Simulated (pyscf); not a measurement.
`[CH4]` + `[OH][Ge]([OH])[OH]` [doublet] → `[CH3][Ge]([OH])([OH])[OH]` + `[H]` [doublet], a substitution at C (doublet surface; C–H broken, C–Ge formed). Optimised with ωB97X-D3(BJ)/def2-SVP in PySCF. Energies in kcal/mol from the separated reactants.

Small-basis levels: PySCF, no dispersion term, spherical d functions. AM1 to PM7: differences of heats of formation from MOPAC. Open shells are spin-unrestricted. 

| level | barrier | reaction energy |
|---|---|---|
| HF/STO-3G | [?] | +24.0 |
| MP2/6-31G*+LANL2DZ | 49.7 | +12.9 |
| PBE/6-31G*+LANL2DZ | [?] | +25.0 |
| B3LYP/STO-3G | 76.3 | +46.4 |
| B3LYP/3-21G | 39.5 | +18.2 |
| B3LYP/6-31G*+LANL2DZ | 46.5 | +26.6 |
| M06-2X/6-31G*+LANL2DZ | 41.9 | +15.8 |
| B3LYP/6-311+G**+LANL2DZ | 49.5 | +31.1 |
| B3LYP/def2-SVP | 47.6 | +29.3 |
| AM1 | 36.5 | +43.1 |
| PM3 | 34.4 | +45.0 |
| PM6 | 44.6 | +32.2 |
| ωB97M-D3(BJ)/def2-TZVP | [?] | +25.9 |

**Question.** What belongs in the gaps?

**Answer.** 
- HF/STO-3G, barrier: 80.0
- PBE/6-31G*+LANL2DZ, barrier: 40.2
- ωB97M-D3(BJ)/def2-TZVP, barrier: 49.4

Against the last row the barrier runs from -15.0 (PM3) to +30.6 kcal/mol (HF/STO-3G). At AM1, PM3 this geometry lies under one side, so the entry may be no barrier of that level: it is a single point on another level's saddle. ωB97M-D3(BJ)/def2-TZVP has limits of its own. This is the saddle that the search found; another between the same sides may lie lower. The angle at the attacked C is 180°. In the def2 sets elements up to Kr have no core potential.
